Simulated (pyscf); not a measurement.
H₃Si–AsH–GaH₂ → HGa=AsH + silane (SiH₄) (elimination; singlet surface; As–Si, Ga–H broken, H–Si formed). PySCF, gas phase, ωB97X-D3(BJ)/def2-SVP geometries. Energies in kcal/mol from the reactant's lowest minimum found.

| level | barrier | reaction energy |
|---|---|---|
| ωB97X-D3(BJ)/def2-TZVP | ? | +37.9 |
| r²SCAN/def2-TZVP | 39.6 | +30.8 |
| B3LYP-D3(BJ)/def2-TZVP | 39.6 | +26.4 |
| M06-2X/def2-TZVP | 41.0 | +28.7 |
| ωB97M-D3(BJ)/def2-TZVP | 42.8 | +29.7 |
| HF/def2-TZVP | ? | ? |

Problem. Fill in the missing entries.

Solution. 
- ωB97X-D3(BJ)/def2-TZVP, barrier: 46.6
- HF/def2-TZVP, barrier: 51.0
- HF/def2-TZVP, reaction energy: +22.7

The functionals in the table span 7.0 kcal/mol in this barrier, from r²SCAN to ωB97X-D3(BJ). On the product side the descent ends in a complex, 5.0 kcal/mol under the separated species and 13.6 kcal/mol under the saddle at ωB97X-D3(BJ)/def2-TZVP. At the saddle there is also a short Ga–Si contact that neither side keeps. H₃Si–AsH–GaH₂ is closed by a dative Ga–Si contact. HGa=AsH lies 12.3 kcal/mol over its isomer Ga–AsH₂ [singlet], and others may lie lower still (electronic energy, ωB97M-D3(BJ)). This is the saddle that the search found; another between the same sides may lie lower. Elements up to Kr have no core potential and no relativistic terms here.
